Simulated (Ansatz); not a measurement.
**SiCP (quartet): from Hartree-Fock to the top rungs, def2-QZVPP**

An exercise on one series of results from a longer session: the logs are not shown, and one member is left open.

The runs use Ansatz 0.2.0, Gaussian basis; def2-QZVPP, core rule «outside noble gas», up to 11 orbitals frozen.

Plan: UHF; ROHF; CCSD(T) on UHF.

2 further runs of the same task are left out: 2 set aside as unsound or not needed.

### The geometry

The geometry is a PBE0/def2-TZVP stationary point (not a proven minimum) of the parent state, kept for this charge and spin.

3 atoms, charge 0, spin multiplicity 4.

Atoms are counted from 1 here; the program's logs count them from 0.

Bond lengths: P1–C2 1.580 Å, C2–Si3 1.754 Å. Angles: P1–C2–Si3 180.0°.

The first run:

The input, in.yaml:

```yaml
crystal:
  periodic: [false, false, false]
  atoms:
    - {symbol: P, position_ang: [0.000000, 0.000000, -1.637933]}
    - {symbol: C, position_ang: [0.000000, 0.000000, -0.058233]}
    - {symbol: Si, position_ang: [0.000000, 0.000000, 1.696167]}
basis:
  gaussian: {orbitals: "def2-QZVPP.json"}
magnetization: {spin_polarized: true, initial_magnetization: 3}
hamiltonian: {xc: hf}
output: {orbitals: {seedname: orbitals}}
```

The run is started by

```bash
> ansatz run in.yaml --threads 1 --pin off --events-out ev --progress --plain --max-ram 2393MiB
```

Among the steps run: UHF; ROHF; CCSD(T) on UHF.

One of the session's tables, all rows but one given; the rest of the session is left out.

```
  method  from UCCSD(T) (meV)
    ROHF             +11321.4
     UHF             +10624.4
    UMP2              +1986.2
   UCCSD                    ?
UCCSD(T)                    0
```

**Question.** Estimate the row for UCCSD.

The run gave: from UCCSD(T) (meV): +734.8. In the column «from UCCSD(T) (meV)» it lies between UCCSD(T) (0) and UMP2 (+1986.2).

Limits of these values: The determinant is far from a pure spin state, so its energy mixes those of several spin states (harmless only where they are near-degenerate, as at dissociation).
